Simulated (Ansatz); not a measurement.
# SSi: the cost of one run

All numbers are computed with Ansatz 0.2.0 through its Python package. The levels of theory stand in the script.

## 1. The system

Bond lengths: Si1–S2 2.200 Å.

No structure file is read: the coordinates are typed or built in the script.

## 2. The code

File ssi.py:

```python
"""How the energy of SSi(+) converges with the basis."""

import ansatz

METHOD = "MP2"
NET_CHARGE = 1

mol = (
    ansatz.Crystal.molecule()
    .atom("Si", [0.0, 0.0, 0.0])
    .atom("S", [0.0, 0.0, 2.2])
)

job = mol.calculation().correlation(METHOD).charge(NET_CHARGE).spin("collinear", total=1)

energies = {}
for basis in ["aug-cc-pVDZ", "aug-cc-pVTZ"]:
    rep = job.basis(gaussian=basis).run(threads=1).report
    size = rep["n_frozen"] + rep["n_occupied"][0] + rep["n_virtual"][0]
    energies[basis] = (rep["reference_energy_ev"] / 27.211386246, rep["free_energy_ev"] / 27.211386246)
    print(f"{basis:14s} {size:4d} orbitals  reference {energies[basis][0]:14.6f} Ha  total {energies[basis][1]:14.6f} Ha")

# two-point extrapolation: the basis-set error of the correlation energy falls as X^-3
small, large = (energies[b][1] - energies[b][0] for b in ("aug-cc-pVDZ", "aug-cc-pVTZ"))
limit = (3 ** 3 * large - 2 ** 3 * small) / (3 ** 3 - 2 ** 3)
print(f"correlation energy: {small:.6f} and {large:.6f} Ha, extrapolated {limit:.6f} Ha")
print(f"share caught by the larger set: {100 * large / limit:.1f} %")
```

## 3. The input behind the calls

The engine receives this input (first run):

```yaml
crystal:
  periodic: [false, false, false]
  atoms:
    - { symbol: Si, position_ang: [0.0, 0.0, 0.0] }
    - { symbol: S, position_ang: [0.0, 0.0, 2.2] }
basis:
  gaussian:
    orbitals: aug-cc-pVDZ
magnetization:
  spin_polarized: true
  initial_magnetization: 1.0
total_charge: 1.0
correlation:
  method: mp2
```

## 4. Launch

Launch:

```
> python ssi.py
```

What time and memory should one allow on 1 thread of Arm Neoverse V2, shared host?

About 16 s, with a peak of 0.24 GiB.
